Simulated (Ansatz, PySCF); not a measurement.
Bond stretch in SMILES C=C=O (C2H2O). The C1–C4 bond (C1 also carries H, H; C4 carries O) is stretched with both fragments frozen at the PBE0/def2-TZVP optimised geometry.

Methods: RHF/cc-pVTZ (Ansatz, a first-principles code); RKS-B3LYP/6-311+G** = restricted B3LYP/6-311+G**, spherical d (PySCF); RKS-PBE = restricted PBE/cc-pVTZ run with Ansatz.

Energies are in kJ/mol, each relative to the lowest point of its own curve near equilibrium.

```
R / Å    RHF  RKS-B3LYP/6-311+G**  RKS-PBE
-----  -----  -------------------  -------
1.05   337.4                344.2    352.5
1.11   170.9                178.7    185.1
1.19    48.2                 54.6     58.4
1.25     8.5                 12.2     14.1
1.28     1.0                  2.9      3.9
1.31     0.0                  0.0      0.0
1.34     4.5                  2.4      1.5
1.40    26.5                 19.7     17.0
1.46    61.1                 49.3     44.9
1.53   111.1                 93.5     87.4
1.59   158.4                136.4    129.0
1.76   293.0                263.6    254.5
1.97   424.9                403.9    397.4
2.13   491.2                487.3    486.5
2.33       —                562.2    571.9
2.58       —                619.5    564.2
2.84       —                651.7        —
3.22       —                673.4        —
3.53       —                680.8        —
3.94       —                684.7        —
4.60       —                686.6        —
```

A dash means that the run gave no value there, or that the column was ended at a point which the program doubted or which failed a test of continuity chosen for this set; such a test can also cut sound points.

The restricted form behind RHF, RKS-B3LYP/6-311+G**, RKS-PBE keeps the bonding electrons paired and can't separate into open-shell fragments.
